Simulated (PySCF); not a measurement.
# Basis-set dependence of excited states

Species: H6NPSi.
Z-matrix (Å and degrees, PBE0-D3(BJ)/def2-SVP geometry), rows numbered from 1:
```
N 
Si  1  1.7313
P   2  2.2617  1  106.23
H   1  1.0146  2  119.14  3    52.97
H   1  1.0144  2  119.26  3  -166.29
H   2  1.4946  1  106.80  3   122.76
H   2  1.5036  1  116.96  3  -117.05
H   3  1.4290  2   93.71  1   178.08
H   3  1.4278  2   94.70  1    83.40
```

TDDFT with PBE0 (PySCF), vertical singlets, core orbitals frozen in the response, spherical d and f functions. The structure is a single PBE0-D3(BJ)/def2-SVP conformer in the gas phase; no vibrational or solvent corrections.

How do the low singlets change with the basis? Take 6-31G*, 6-31+G*, def2-SVP, def2-SVPD, aug-cc-pVDZ, def2-TZVP, def2-TZVPD and aug-cc-pVTZ.

```tsv
basis	functions	diffuse	S1 (eV)	S2 (eV)	S3 (eV)	S4 (eV)	S5 (eV)	LUMO (eV)	α (au)
6-31G*	62	no	6.31	6.77	7.00	7.28	7.50	0.59	51.9
6-31+G*	74	yes	5.82	6.24	6.42	6.64	6.74	-0.22	59.0
def2-SVP	80	no	6.39	6.79	7.02	7.40	7.51	0.68	53.9
def2-SVPD	116	yes	6.07	6.42	6.53	6.86	6.95	0.04	65.6
aug-cc-pVDZ	131	yes	5.72	6.12	6.27	6.48	6.59	-0.37	67.7
def2-TZVP	141	no	6.09	6.41	6.65	7.00	7.03	0.18	61.5
def2-TZVPD	177	yes	5.88	6.21	6.34	6.62	6.74	-0.18	67.2
aug-cc-pVTZ	284	yes	5.74	6.11	6.24	6.46	6.58	-0.39	67.9
```

States are compared by their number. Against the largest diffuse basis here (aug-cc-pVTZ, itself not a converged limit), sets without diffuse functions differ by up to 0.64 eV in S1 and 0.93 eV in S5; the smaller diffuse sets differ by up to 0.33 and 0.37 eV. State by state, the largest deviation of a set without diffuse functions is S1 0.64, S2 0.67, S3 0.79, S4 0.94, S5 0.93 eV. The same number needn't mean the same state in each row. Against aug-cc-pVTZ the polarisability deviates by -24% in 6-31G*, -13% in 6-31+G*, -20% in def2-SVP, -3% in def2-SVPD, 0% in aug-cc-pVDZ, -9% in def2-TZVP, -1% in def2-TZVPD. A single + in a Pople set puts diffuse functions on heavy atoms only.

Without π bonds the low states may be Rydberg-like; a valence basis with one diffuse set may place them up to an eV too high.
